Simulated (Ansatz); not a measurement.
Reaction: H4SiO (hydroxysilane, SMILES [SiH3]O) → SiH3 (SMILES [SiH3], doublet) + HO (SMILES [OH], doublet) (the O-Si bond breaks)
Each species at its own B3LYP-D3(BJ)/def2-TZVP minimum (Ansatz, a first-principles code).

Total energies in hartree (Ansatz). UHF or UKS for unpaired electrons; spin-orbit terms are left out. Cores are frozen in correlated methods. No relativity.

```tsv
species	HF/cc-pV(T+d)Z	CCSD(T)/cc-pV(T+d)Z	HF/cc-pV(Q+d)Z	CCSD(T)/cc-pV(Q+d)Z	CCSDT(Q)/cc-pV(T+d)Z
1: H4SiO (hydroxysilane, SMILES O[SiH3])	-366.21113	-366.62438	-366.22217	-366.66282	-366.62543
2: SiH3 (SMILES [SiH3], doublet)	-290.64257	-290.78856	-290.64619	-290.79897	-290.78943
3: HO (SMILES [OH], doublet)	-75.41896	-75.63769	-75.42557	-75.66159	-75.63817
```

Problem. Work out the bond dissociation energy (electronic) in kJ/mol: take Hartree-Fock from cc-pV(Q+d)Z, extrapolate the CCSD(T) correlation energy as X^-3 (X = 3, 4), and add CCSDT(Q) - CCSD(T) in cc-pV(T+d)Z. 1 hartree = 2625.5 kJ/mol.

Solution. 
Species 1: correlation (64·(-0.44065) - 27·(-0.41325))/37 = -0.46064; step -0.00105; E1 = -366.22217 + (-0.46064) + (-0.00105) = -366.68386
Species 2: correlation (64·(-0.15278) - 27·(-0.14599))/37 = -0.15773; step -0.00087; E2 = -290.64619 + (-0.15773) + (-0.00087) = -290.80479
Species 3: correlation (64·(-0.23602) - 27·(-0.21873))/37 = -0.24864; step -0.00048; E3 = -75.42557 + (-0.24864) + (-0.00048) = -75.67469
-1·E1 +1·E2 +1·E3 = 0.20438 hartree = 536.6 kJ/mol.
